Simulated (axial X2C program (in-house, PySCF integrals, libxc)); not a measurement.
**Spin–orbit effects along a row: molecules with P (ions), HF**

Computed with an axial X2C code built on PySCF integrals, spin-free (one-electron X2C) or two-component (2c: spin–orbit coupling with atomic mean-field Coulomb and Gaunt terms, which also bring small scalar terms), in Dyall basis sets with cores contracted in-house; open shells are unrestricted.

Basis sets: B dyall-v3z, C dyall-v3z, F dyall-av3z, Li dyall-cv3z, N dyall-av3z, O dyall-av3z, P dyall-v3z.

| molecule | spin-free state | Re (Å) | ωe (cm⁻¹) | De (eV) | 2c state | Re 2c (Å) | ωe 2c (cm⁻¹) | De 2c (eV) |
| --- | --- | --- | --- | --- | --- | --- | --- | --- |
| LiP⁺ | M_S = 3/2, Λ = 0 | 2.689 | 243.2 | 0.38 | Ω = 3/2 | 2.689 | 243.2 | 0.38 |
| BP⁺ | M_S = 3/2, Λ = 0 | 1.837 | 756.3 | 1.85 | Ω = 3/2 | 1.837 | 756.0 | 1.85 |
| PC⁺ | M_S = 1, Λ = 1 | 1.627 | 1082.9 | 2.89 | Ω = 2 | 1.627 | 1082.3 | 2.90 |
| PN⁺ | M_S = 1/2, Λ = 0 | 1.538 | 795.1 | 1.42 | Ω = 1/2 | 1.538 | 795.4 | 1.41 |
| PO⁺ | M_S = 0, Λ = 0 | 1.392 | 1659.3 | 4.25 | Ω = 0 | 1.392 | 1659.1 | 4.25 |
| PF⁺ | M_S = 1/2, Λ = 1 | 1.491 | 1127.1 | 3.25 | Ω = 1/2 | 1.491 | 1126.9 | 3.25 |

Q: Work out the shifts from the spin-free to the two-component result.

A: 

```tsv
molecule	2c state	ΔRe (Å)	Δωe (cm⁻¹)	ΔDe (eV)
LiP⁺	Ω = 3/2	0.000	0.0	0.00
BP⁺	Ω = 3/2	0.000	-0.3	0.00
PC⁺	Ω = 2	0.000	-0.6	0.01
PN⁺	Ω = 1/2	0.000	0.3	-0.01
PO⁺	Ω = 0	0.000	-0.2	0.00
PF⁺	Ω = 1/2	0.000	-0.2	0.00
```

Shifts of one unit in the last digit are rounding.

Fragments in 2c: P + Li+, P + B+, P+ + C, P+ + N, P+ + O, P+ + F. Each entry is the lowest single determinant of a limited PBE0 search at one distance. De goes to single-determinant-based atoms at the same level (for ions the charge split of lowest energy) and is withheld (n/a) where an atom does not fit its ground term or J level. Main or longest-lived isotopes. One determinant is a doubtful description, or other states lie close, for LiP⁺, BP⁺, PC⁺, PN⁺; these need not be ground states, and all values refer to the states named. Some open-shell Ω = 0 determinants are out of reach, so the Ω given for PC⁺ need not be the lowest component. With several unpaired electrons the Ω given is that of one determinant, not necessarily of the lowest component. Some light 2c atoms are not at their ground J level, so De misses part of their lowering (0.04 eV or less).
